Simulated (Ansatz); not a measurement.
Two shapes of singlet CH₂.

Shape 1:

```xyz
3

C     0.0000    0.0000    0.0000
H     0.0000    0.8627    0.6936
H     0.0000   -0.8627    0.6936
```

Shape 2:

```xyz
3

C     0.0000    0.0000    0.0000
H     0.0000    1.0700    0.0000
H     0.0000   -1.0700    0.0000
```

Basis set: cc-pVDZ (spherical functions). Correlated methods keep 1 orbital frozen. Charge 0, multiplicity 1.

Computed with Ansatz (development build ahead of 0.2.0); the reference of a correlated method needn't be the lowest determinant of its kind.

**Question.** Which shape is lower in energy, and by how much in each method?

**Answer.**

| method | E(2) − E(1) (eV) |
| --- | --- |
| RHF-CCSD | 1.587 |
| RHF-CCSD(T) | 1.478 |

Shape 1 is lower. Caution: in another basis set an unrestricted determinant lies well below; another spin multiplicity may lie lower; large amplitudes, a single reference is doubtful; the reference determinant was not shown to be the lowest.
